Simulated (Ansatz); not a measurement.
Q: Name a neutral molecule of C, F, S and H with HOMO–LUMO gap (PBE/def2-TZVPP) between 2.30 and 2.60 eV and size of the dipole moment (ωB97M-V/def2-TZVPP) between 1.60 and 1.90 D (Ansatz, PBE0-D4/def2-TZVP geometry).

A: `FCC(=S)S` (2.53 eV, 1.78 D). Other molecules can fit too; these were computed, each in one conformer that needn't be the lowest.
